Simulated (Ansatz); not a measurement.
HOF (hypofluorous acid): the vertical energy of the triplet above the singlet from total energies

HOF: 3 atoms, total charge 0, spin state singlet. SMILES: `OF`. The shape is that of a GFN2-xTB optimisation.

```xyz
3

O     0.4144   -0.1971    0.2088
F    -0.2120    1.0204   -0.0048
H    -0.2024   -0.8233   -0.2040
```

Both states at this one shape; open shells run unrestricted unless said. 1 Eh = 27.2114 eV.

| level | program | singlet HOF (Eh) | triplet HOF (Eh) |
| --- | --- | --- | --- |
| BLYP/STO-3G | Ansatz | -173.003015 | -172.830811 |
| PBE/STO-3G | Ansatz | -172.885451 | -172.713751 |
| r2SCAN0/STO-3G | Ansatz | -173.004857 | -172.825900 |

Question: Work out the vertical gap, second state less first, at each level.

Answer: 
1. BLYP/STO-3G: -172.830811 − (-173.003015) = 0.172204 Eh = 4.69 eV.
2. PBE/STO-3G: -172.713751 − (-172.885451) = 0.171700 Eh = 4.67 eV.
3. r2SCAN0/STO-3G: -172.825900 − (-173.004857) = 0.178957 Eh = 4.87 eV.

No measured value is set beside it here; the levels span 4.67 to 4.87 eV. Minimal sets are far from the basis-set limit.
